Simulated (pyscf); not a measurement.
`[OH][SiH2][OH]` + `[NH3]` → `[OH2]` + `[NH2][SiH2][OH]`, a four-centre exchange (singlet surface; O–Si, H–N broken, H–O, N–Si formed). PySCF, gas phase, ωB97X-D3(BJ)/def2-SVP geometries. MP2 and CC: frozen core, UHF for open shells. ΔMP2 is the change of the MP2 total energy from the triple- to the quadruple-zeta basis. Energies in kcal/mol from the separated reactants.

Small-basis levels: PySCF, no dispersion term, spherical d functions. 

Q: Quick HF/3-21G single points give ΔE‡ = 23.9 kcal/mol and ΔE = +9.9 kcal/mol. What does CCSD(T)/def2-TZVPP + ΔMP2(QZVPP) give, and how far is the quick result from it?

A: CCSD(T)/def2-TZVPP + ΔMP2(QZVPP) gives ΔE‡ = 31.3 kcal/mol and ΔE = +10.9 kcal/mol. HF/3-21G lies 7.5 kcal/mol under it in the barrier and 1.0 kcal/mol under it in the reaction energy, so on this step it does not hold to within 3.0 kcal/mol. CCSD(T)/def2-TZVPP + ΔMP2(QZVPP) has limits of its own. On the reactant side the descent ends in an adduct with a N–Si contact, 5.3 kcal/mol under the separated species and 33.9 kcal/mol under the saddle at ωB97X-D3(BJ)/def2-TZVP. On the product side the descent ends in a complex, 4.8 kcal/mol under the separated species and 22.1 kcal/mol under the saddle at ωB97X-D3(BJ)/def2-TZVP. What is counted as formed (N–Si) is already present as a longer contact in the reactant adduct; forming that adduct is a step of its own. At ωB97X-D3(BJ)/def2-TZVP the barrier from the zero used here is 28.5 kcal/mol. One saddle was located; it need not be the lowest between these sides. The CCSD(T) − MP2 part came from Ansatz, without density fitting, on the same reference.
